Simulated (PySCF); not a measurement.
LiH, SMILES [LiH].

The structure is a stationary point at PBE0-D3(BJ)/def2-TZVPD.

Two levels are set side by side: PBE/def2-TZVPD (PySCF) and HF/def2-TZVPD (PySCF). Same geometry, gas phase. Differences are taken from unrounded values.

```tsv
quantity	PBE
orbital gap (eV)	2.79
highest occupied level (eV)	-4.37
lowest empty level (eV)	-1.59
dipole moment (D)	5.58
mean polarisability (bohr³)	32.7
```

### Question
These are the PBE values. What does HF give? (An estimate is asked for; the answer gives what the named calculation found.)

### Answer

```
quantity                        HF  PBE minus HF
---------------------------  -----  ------------
orbital gap (eV)              8.23         -5.44
highest occupied level (eV)  -8.20          3.83
lowest empty level (eV)       0.03         -1.61
dipole moment (D)             5.97         -0.39
mean polarisability (bohr³)   23.5           9.3
```

Without exact exchange PBE keeps part of each electron's self-repulsion, which lifts occupied levels and narrows the gap. PBE's more diffuse valence density responds more strongly to a field. Differences between two approximate levels are no errors against the true value.
